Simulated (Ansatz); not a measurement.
# CH2 (singlet): wave-function methods side by side, 6-31G*

Aim: climb from Hartree-Fock through coupled cluster and multireference methods for CH2 (singlet) at one geometry and basis, and see what each rung misses.

The runs use Ansatz 0.2.0, Gaussian basis; 6-31G*, core rule «outside noble gas», up to 1 orbitals frozen.

Plan: UHF; CCSD(T) on RHF; CCSD(T) on UHF; BCCD(T) on RHF; CISD; CCSDT(Q) on RHF; CCSDT(Q) on UHF; CISDTQ; CCSDTQ on RHF; CASSCF and MRCISD+Q, 6 electrons in 6 orbitals; CASSCF and NEVPT2, 6 electrons in 6 orbitals; Full CI.

11 further runs of the same task are left out: 1 that didn't finish, 10 set aside as unsound or not needed.

## 1. What is computed

The geometry is an MP2(full)/6-31G* stationary point (not a proven minimum).

3 atoms, charge 0, spin multiplicity 1.

Atoms are counted from 1 here; the program's logs count them from 0.

Bond lengths: C1–H2 1.109 Å, C1–H3 1.109 Å. Angles: H2–C1–H3 102.1°.

## 2. UHF

in.yaml reads:

```yaml
crystal:
  periodic: [false, false, false]
  atoms:
    - {symbol: C, position_ang: [0.000000, 0.000000, 0.100225]}
    - {symbol: H, position_ang: [0.000000, 0.862232, -0.597147]}
    - {symbol: H, position_ang: [0.000000, -0.862232, -0.597147]}
basis:
  gaussian: {orbitals: "6-31G*"}
magnetization: {spin_polarized: true, initial_magnetization: 0}
hamiltonian: {xc: hf}
output: {orbitals: {seedname: orbitals}}
```

Started as:

```console
> ansatz run in.yaml --threads 1 --pin off --events-out ev --progress --plain --max-ram 4160MiB --backend cpu
```

After this run come: CCSD(T) on RHF; CCSD(T) on UHF; BCCD(T) on RHF; CISD; CCSDT(Q) on RHF; CCSDT(Q) on UHF; CISDTQ; CCSDTQ on RHF; CASSCF and MRCISD+Q, 6 electrons in 6 orbitals; CASSCF and NEVPT2, 6 electrons in 6 orbitals; Full CI.

**Question.** What will the summary of the whole plan be? Wanted: FCI below the RHF energy; RMP2 from FCI; RCCSD from FCI; RCCSD(T) from FCI; RCCSDT(Q) from FCI; NEVPT2 valence from FCI; MRCISD+Q valence from FCI; T1 diagnostic; effectively unpaired electrons.

The runs gave:

| quantity | value |
| --- | --- |
| FCI below the RHF energy | -3.4510 eV |
| RMP2 from FCI | +787.6 meV |
| RCCSD from FCI | +93.3 meV |
| RCCSD(T) from FCI | +22.0 meV |
| RCCSDT(Q) from FCI | +0.6 meV |
| NEVPT2 valence from FCI | +415.3 meV |
| MRCISD+Q valence from FCI | +10.8 meV |
| levels within 1 kcal/mol (43 meV) | RCCSD(T), BCCD(T), RCCSDT, CISDTQ, RCCSDT(Q), RCCSDTQ, MRCISD+Q valence |
| T1 diagnostic | 0.010 |
| effectively unpaired electrons | 0.09 |

In words: RCCSD(T) misses by +22.0 meV, 0.6 % of the correlation energy. One determinant dominates. Of the multireference levels listed MRCISD+Q valence comes nearest in total energy (+10.8 meV), which doesn't show that its space is the better one. These misses are within one basis, not against nature.
